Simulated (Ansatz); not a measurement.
Isolated molecules relaxed with PBE0-D4/def2-TZVP in Ansatz; ΔE leaves out vibrations. CCSD(T)/CBS adds triple-zeta CCSD(T) − MP2 to the extrapolated MP2 energy (def2 sets, frozen cores). This one scheme is used for every species. DFT in def2-TZVPP. One conformer a species, not always the lowest.

Consider the formal exchange of groups at a C–N bond: `C=NC` + `CC(C)C(C)C` → `CC(C)C(C)(C)C` + `C=N`.

CCSD(T)/CBS gives -0.21 eV.

**Question.** Another level gave -0.18 eV. Which?
A. RPA@PBE/def2-TZVPP
B. revPBE/def2-TZVPP
C. PBE0-D4/def2-TZVPP
D. ωB97M-V/def2-TZVPP

**Answer.** D. ωB97M-V -0.18, PBE0-D4 -0.11, revPBE 0.04, RPA@PBE/def2-TZVPP -0.22 eV.

Largest T1 diagnostic among the species: 0.012.

The D4 term adds −0.11 eV with B3LYP and −0.06 eV with PBE0; it sums over pairs of atoms, weighted by their polarisabilities, and B3LYP, whose exchange is more repulsive, gets the larger term. From BLYP to BHLYP (50 % exact exchange), in def2-TZVPP and without D4, ΔE moves by −0.09 eV.

B3LYP here is the variant with VWN-RPA as its local correlation; programs differ in this.
